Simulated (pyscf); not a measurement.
Optimised with ωB97X-D3(BJ)/def2-SVP in PySCF.

Question: For H₂N–InH–O–SiH₃ + H₂ -> H₂N–InH₂ + HO–SiH₃, a four-centre exchange (singlet surface; In–O, H–H broken, H–In, H–O formed), PBE/def2-TZVP gives ΔE‡ = 73.1 kJ/mol and ΔE = +27.7 kJ/mol (zero: the separated reactants). In which direction and how far do r²SCAN/def2-TZVP, M06-2X/def2-TZVP, ωB97M-D3(BJ)/def2-TZVP move these?

Answer: r²SCAN: ΔE‡ = 78.3 kJ/mol, ΔE = +37.7 kJ/mol; M06-2X: ΔE‡ = 93.6 kJ/mol, ΔE = +49.4 kJ/mol; ωB97M-D3(BJ): ΔE‡ = 90.1 kJ/mol, ΔE = +28.8 kJ/mol. PBE's barrier lies under all of them, by 5.3 to 20.5 kJ/mol. Its reaction energy lies under all of them, by 1.1 to 21.7 kJ/mol. On the product side the descent ends in an adduct with a N–Si, In–O contact (not fully relaxed), 65.4 kJ/mol under the separated species and 114.3 kJ/mol under the saddle at ωB97X-D3(BJ)/def2-TZVP. What is counted as broken (In–O) persists as a longer contact in the product adduct; parting that adduct is a step of its own. At the saddle there is also a short H–In contact that neither side keeps. This is the saddle that the search found; another between the same sides may lie lower. Elements past Kr carry the def2 core potentials, without spin-orbit coupling.
